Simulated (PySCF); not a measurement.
Level of theory: ωB97X-D3(BJ)/def2-TZVP // PBE0-D3(BJ)/def2-TZVP (PySCF 2.14.0). All species are isolated molecules in the gas phase. 

Reference species (SMILES): `[C](=O)C` (neutral, multiplicity 2).

* **dipole moment**: 2.60 D

Changed species: `[NH2]` (radical fragment; the reference has radical fragment).

Problem. What does the change do to the dipole moment?

Solution. the dipole moment drops by 0.63 D, to 1.97 D.
